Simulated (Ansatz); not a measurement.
Two isomers of C5H10: A = `CC=C(C)C`, B = `C=CC(C)C`.

Calculated with Ansatz (gas phase, PBE0-D4/def2-TZVP geometries, no zero-point term in ΔE). CCSD(T)/CBS is the MP2 limit (def2-TZVPP, def2-QZVPP) plus CCSD(T) − MP2 in def2-TZVPP, frozen cores. DFT in def2-TZVPP. B3LYP here is the variant with VWN-RPA as its local correlation; programs differ in this. One conformer a species, not always the lowest.

Task: Which is lower in electronic energy at CCSD(T)/CBS, and by how much? (An estimate is asked.)

Result: Computed: A, by 12.5 kJ/mol.

Task: Give E(B) − E(A) in kJ/mol with ωB97M-V, HF/def2-TZVPP, B2PLYP, CCSD/def2-TZVPP, PBE0-D4, B3LYP, B3LYP-D4. (Best estimate.)

Result: Ansatz gave: ωB97M-V 14.7, HF/def2-TZVPP 13.6, B2PLYP 17.5, CCSD/def2-TZVPP 12.4, PBE0-D4 20.4, B3LYP 20.6, B3LYP-D4 18.8. None reverses the order clearly.

Largest T1 diagnostic: 0.010.
